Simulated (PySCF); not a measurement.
**Scalar relativity in Mg (magnesium, neutral)**

[Ne] 3s2, closed-shell 1S; PBE calculated with PySCF 2.14 in dyall-acv3z (20s13p7d4f, 122 functions), once non-relativistic with a point nucleus and once with spin-free X2C-1e and a Gaussian nucleus.

| shell | ε non-rel. (eV) | ε X2C (eV) | rms r non-rel. (bohr, spins averaged) | rms r X2C (bohr, spins averaged) | change of radius (%) |
| --- | --- | --- | --- | --- | --- |
| 1s | -1257.2 | -1259.2 | 0.1520 | 0.1515 | -0.28 |
| 2s | -79.553 | -79.828 | 0.7671 | 0.7652 | -0.24 |
| 2p | -46.656 | -46.603 | 0.7821 | 0.7819 | -0.03 |
| 3s | -4.699 | -4.706 | 3.419 | 3.414 | -0.14 |

The total energy goes from -199.9549 to -200.2669 hartree.

Ionisation energy, Mg [Ne] 3s2 (1S) → Mg+ [Ne] 3s1 (2S) (eV):

| method | non-relativistic | spin-free X2C | shift |
| --- | --- | --- | --- |
| UHF | 6.605 | 6.615 | 0.010 |
| MP2 (valence) | 7.261 | 7.270 | 0.009 |
| SCS-MP2 (valence) | 7.392 | 7.401 | 0.009 |
| CCSD (valence) | 7.529 | 7.537 | 0.008 |
| CCSD(T) (valence) | 7.529 | 7.537 | 0.008 |
| CCSDT (valence) | 7.529 | 7.537 | 0.008 |
| FCI (valence) | 7.529 | 7.537 | 0.008 |
| LDA | 7.721 | 7.732 | 0.011 |
| PBE | 7.613 | 7.624 | 0.011 |
| PBE0 | 7.542 | 7.552 | 0.010 |
| r2SCAN | 7.370 | 7.380 | 0.010 |
| MP2 (valence and next inner shell) | 7.403 | 7.413 | 0.010 |
| SCS-MP2 (valence and next inner shell) | 7.503 | 7.513 | 0.010 |

Relativity contracts and stabilises s shells directly. The contracted s shells screen the nucleus better, so for spin-averaged p shells the direct and indirect effects partly cancel.
